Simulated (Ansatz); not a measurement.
# BH₃NO− (SMILES NB[O-]): one structure at several levels

A test off equilibrium: a structure displaced at random from a GFN2-xTB minimum is computed at several levels, and each is set against CCSD(T).

The runs use Ansatz 0.2.0, Gaussian basis; single points in def2-TZVPPD.

Correlated methods freeze the cores. B3LYP uses VWN-RPA correlation.

### 1 Where the work starts

SMILES `NB[O-]`, 6 atoms, charge -1, spin multiplicity 1.

Atoms are counted from 1 here; the program's logs count them from 0.

Bond lengths: N1–B2 1.424 Å, N1–H4 0.953 Å, N1–H5 1.014 Å, B2–O3 1.309 Å, B2–H6 1.308 Å. Angles: B2–N1–H4 110.0°, B2–N1–H5 113.2°, H4–N1–H5 113.4°, N1–B2–O3 126.0°, N1–B2–H6 119.2°, O3–B2–H6 114.7°.

As a file:

```
N    -0.3055    0.3105   -0.7169
B     0.4526   -0.0877    0.4209
O     0.3939    0.4518    1.6123
H    -0.5538   -0.4551   -1.2264
H    -1.0890    0.9105   -0.4849
H     1.2590   -1.1133    0.3235
```

### 2 CCSD(T)/def2-TZVPPD

run/in.yaml reads:

```yaml
crystal:
  periodic: [false, false, false]
  atoms:
    - {symbol: N, position_ang: [-0.305500, 0.310500, -0.716900]}
    - {symbol: B, position_ang: [0.452600, -0.087700, 0.420900]}
    - {symbol: O, position_ang: [0.393900, 0.451800, 1.612300]}
    - {symbol: H, position_ang: [-0.553800, -0.455100, -1.226400]}
    - {symbol: H, position_ang: [-1.089000, 0.910500, -0.484900]}
    - {symbol: H, position_ang: [1.259000, -1.113300, 0.323500]}
basis:
  gaussian: {orbitals: "def2-TZVPPD.json"}
total_charge: -1
correlation: {method: ccsd_t}
output: {forces: true}
```

The basis file named in the input lies beside it (Basis Set Exchange, JSON).

The command line of these runs was not kept.

### 3 PBE0-D4/def2-TZVPPD

run/in.yaml: that of step 2 with these lines changed.

```diff
@@ -12,3 +12,3 @@
 total_charge: -1
-correlation: {method: ccsd_t}
-output: {forces: true}
+hamiltonian: {xc: pbe0, dispersion: d4}
+output: {forces: true, orbitals: {seedname: orbitals}}
```

### 4 wB97M-V/def2-TZVPPD

run/in.yaml: that of step 3 with these lines changed.

```diff
@@ -12,3 +12,3 @@
 total_charge: -1
-hamiltonian: {xc: pbe0, dispersion: d4}
-output: {forces: true, orbitals: {seedname: orbitals}}
+hamiltonian: {xc: {name: wB97M-V}}
+output: {forces: true}
```

### 5 r2SCAN-D4/def2-TZVPPD

run/in.yaml: that of step 4 with these lines changed.

```diff
@@ -12,3 +12,3 @@
 total_charge: -1
-hamiltonian: {xc: {name: wB97M-V}}
+hamiltonian: {xc: r2scan, dispersion: d4}
 output: {forces: true}
```

### 6 PBE-D4/def2-TZVPPD

run/in.yaml: that of step 5 with these lines changed.

```diff
@@ -12,3 +12,3 @@
 total_charge: -1
-hamiltonian: {xc: r2scan, dispersion: d4}
+hamiltonian: {xc: pbe, dispersion: d4}
 output: {forces: true}
```

### 7 r2SCANh-D4/def2-TZVPPD

run/in.yaml: that of step 6 with these lines changed.

```diff
@@ -12,3 +12,3 @@
 total_charge: -1
-hamiltonian: {xc: pbe, dispersion: d4}
+hamiltonian: {xc: {name: r2SCANh}, dispersion: d4}
 output: {forces: true}
```

### 8 B3LYP-D4/def2-TZVPPD

run/in.yaml: that of step 7 with these lines changed.

```diff
@@ -12,3 +12,3 @@
 total_charge: -1
-hamiltonian: {xc: {name: r2SCANh}, dispersion: d4}
+hamiltonian: {xc: {name: B3LYP}, dispersion: d4}
 output: {forces: true}
```

(Steps that only read results are left out.)

What does the calculation give? Wanted: RMS force component; RMS force error; HOMO and LUMO, PBE0-D4; T1 diagnostic.

As calculated:

```
              quantity                                                                                               value
   RMS force component                                                                1.270 to 1.304 eV/Å over the methods
       RMS force error  PBE0-D4 0.211, wB97M-V 0.159, r2SCAN-D4 0.161, PBE-D4 0.210, r2SCANh-D4 0.208, B3LYP-D4 0.172 eV/Å
HOMO and LUMO, PBE0-D4                                                                                   -0.15 and 4.04 eV
         T1 diagnostic                                                                                               0.018
```

**Reading.** On forces the order runs from wB97M-V to PBE0-D4. Frozen-core CCSD(T) forces in triple zeta carry basis errors of their own, and this is one geometry, so small gaps rank nothing.
